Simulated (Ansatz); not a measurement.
Basis-set extrapolation for `CSC(O)=S` (PBE0-D4/def2-TZVP geometry, frozen core, Ansatz 0.2.0). Multiplicity 1, RHF reference.

```tsv
	def2-TZVPP	def2-QZVPP
HF	-948.058885	-948.088436
MP2 correlation	-0.920797	-0.992948
CCSD(T) correlation	-1.004351	not run
```

Energies in hartree. Use E(X) = E(∞) + A·exp(−7.88·√X) for Hartree–Fock and E(X) = E(∞) + B·X^(−2.97) for correlation, with X = 3 and 4, and add CCSD(T) minus MP2 of the smaller set to the MP2 limit.

Question: What is the CCSD(T) energy at the basis-set limit?

Answer: HF limit: -948.088436 + (-0.029551) × 0.13774 = -948.09251. MP2 limit: -0.992948 + (-0.072151) × 0.74074 = -1.04639. Higher-order term: -1.004351 − (-0.920797) = -0.08355. Total: -949.22245 hartree, 418.0 kJ/mol below CCSD(T)/def2-TZVPP.
